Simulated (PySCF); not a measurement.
One molecule, a ladder of functionals, a line

Molecule: `CC[C@H](C)O`, C$_{4}$H$_{10}$O.

Molfile (atoms numbered from 1):
```
C4H10O
     RDKit          3D

 15 14  0  0  0  0  0  0  0  0999 V2000
    2.0005   -0.2410    0.0680 C   0  0  0  0  0  0  0  0  0  0  0  0
    0.5638   -0.6992   -0.1159 C   0  0  0  0  0  0  0  0  0  0  0  0
   -0.4582    0.3847    0.1879 C   0  0  2  0  0  0  0  0  0  0  0  0
   -1.8874   -0.1139    0.0503 C   0  0  0  0  0  0  0  0  0  0  0  0
   -0.2038    1.4546   -0.6972 O   0  0  0  0  0  0  0  0  0  0  0  0
    2.7136   -1.0348   -0.2005 H   0  0  0  0  0  0  0  0  0  0  0  0
    2.1975    0.0462    1.1137 H   0  0  0  0  0  0  0  0  0  0  0  0
    2.2046    0.6354   -0.5634 H   0  0  0  0  0  0  0  0  0  0  0  0
    0.4034   -1.0290   -1.1574 H   0  0  0  0  0  0  0  0  0  0  0  0
    0.3501   -1.5697    0.5267 H   0  0  0  0  0  0  0  0  0  0  0  0
   -0.2986    0.7160    1.2375 H   0  0  0  0  0  0  0  0  0  0  0  0
   -2.0925   -0.9428    0.7451 H   0  0  0  0  0  0  0  0  0  0  0  0
   -2.6100    0.6892    0.2695 H   0  0  0  0  0  0  0  0  0  0  0  0
   -2.0704   -0.4647   -0.9773 H   0  0  0  0  0  0  0  0  0  0  0  0
   -0.8126    2.1691   -0.4868 H   0  0  0  0  0  0  0  0  0  0  0  0
  1  2  1  0
  2  3  1  0
  3  4  1  0
  3  5  1  0
  1  6  1  0
  1  7  1  0
  1  8  1  0
  2  9  1  0
  2 10  1  0
  3 11  1  1
  4 12  1  0
  4 13  1  0
  4 14  1  0
  5 15  1  0
M  END
```

GIAO shieldings (ppm, equivalent atoms averaged) in PySCF on the PBE0-D3(BJ)/def2-SVP geometry, basis pcSseg-1, gas phase, non-relativistic:

```csv
functional,exact exchange (%),σ(C3),σ(O5)
BLYP,0,99.8,251.5
BP86,0,106.2,257.6
PBE,0,106.5,256.3
B3LYP,20,106.9,262.0
PBE0,25,114.6,268.4
BHandHLYP,50,115.8,274.1
HF,100,129.3,289.7
```

Question: Fit each shielding as a line in the percentage of exact exchange.

Answer: σ(C3) = 104.3 + 0.25 x (rms 2.7 ppm); σ(O5) = 255.9 + 0.35 x (rms 2.4 ppm). The functionals also differ in their semilocal parts, which the line can't hold; Hartree–Fock has no correlation at all.

Question: What does the line predict for mPW1PW91 (25 %), and what does the run give?

Answer: σ(C3): 110.5 predicted, 113.8 computed; σ(O5): 264.6 predicted, 268.1 computed ppm.
